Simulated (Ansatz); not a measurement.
# BSiH (singlet): from Hartree-Fock to the top rungs at distance Si1–B2 = 4.222 Å, 6-31G

The task here is to estimate one member of a computed series from the others.

Method: 6-31G, core rule «outside noble gas», up to 6 orbitals frozen; program: Ansatz 0.2.0, Gaussian basis.

Plan: UHF; CCSD(T) on RHF; CCSD(T) on UHF; BCCD(T) on RHF; CISD; CCSDT(Q) on RHF; CCSDT(Q) on UHF; CISDTQ; CCSDTQ on RHF; CCSDTQ on UHF; CASSCF and MRCISD+Q, 2 electrons in 2 orbitals; CASSCF and NEVPT2, 2 electrons in 2 orbitals; CASSCF and MRCISD+Q, 8 electrons in 9 orbitals; CASSCF and NEVPT2, 8 electrons in 9 orbitals; Full CI.

26 further runs of the same task are left out: 2 for a known fault of the program, 17 that didn't finish, 7 set aside as unsound or not needed.

## The geometry

The geometry derives from a PBE0/def2-TZVP stationary point (not a proven minimum). One bond is set to the value named and the two fragments are kept rigid.

3 atoms, charge 0, spin multiplicity 1.

Atoms are counted from 1 here; the program's logs count them from 0.

Bond lengths: B2–H3 1.186 Å.

The first run:

The input, in.yaml:

```yaml
crystal:
  periodic: [false, false, false]
  atoms:
    - {symbol: Si, position_ang: [0.000000, 0.000000, 3.209989]}
    - {symbol: B, position_ang: [0.000000, 0.000000, -1.012011]}
    - {symbol: H, position_ang: [0.000000, 0.000000, -2.197977]}
basis:
  gaussian: {orbitals: 6-31G}
magnetization: {spin_polarized: true, initial_magnetization: 0}
hamiltonian: {xc: hf}
output: {orbitals: {seedname: orbitals}}
```

Command:

```bash
ansatz run in.yaml --threads 1 --pin off --events-out ev --progress --plain --max-ram 2393MiB
```

Among the steps run: UHF; CCSD(T) on RHF; CCSD(T) on UHF; BCCD(T) on RHF; CISD; CCSDT(Q) on RHF; CCSDT(Q) on UHF; CISDTQ; CCSDTQ on RHF; CCSDTQ on UHF; CASSCF and MRCISD+Q, 2 electrons in 2 orbitals; CASSCF and NEVPT2, 2 electrons in 2 orbitals; CASSCF and MRCISD+Q, 8 electrons in 9 orbitals; CASSCF and NEVPT2, 8 electrons in 9 orbitals; Full CI.

One table of the session follows, with a row left open; its other results are not shown here.

```
   method  from FCI (kJ/mol)
      RHF             +282.0
     RMP2             +121.9
     CISD                  ?
    RCCSD              +16.0
 RCCSD(T)              +10.5
  BCCD(T)              +10.5
   RCCSDT               +4.1
   CISDTQ               +6.4
RCCSDT(Q)               +2.8
  RCCSDTQ               +0.4
      FCI                  0
```

Estimate the missing values for CISD.

The run gave: from FCI (kJ/mol): +43.2. In the column «from FCI (kJ/mol)» it lies between RCCSD (+16.0) and RMP2 (+121.9).

Left out of the table: CASSCF pair, NEVPT2 pair, MRCISD pair, MRCISD+Q pair, CASSCF valence, NEVPT2 valence, MRCISD valence, MRCISD+Q valence (the active space lost an orbital or holds another state than full CI finds).

To keep in mind: The report flags that the cluster equations may have other roots. Left out of the table: UHF, UMP2, UCCSD, UCCSD(T), UCCSDT, UCCSDT(Q), UCCSDTQ (another determinant or state than the rows shown). The program flags RCCSDT(Q), RCCSDTQ as in doubt, so those rows may rest on another solution; read them beside their warnings.
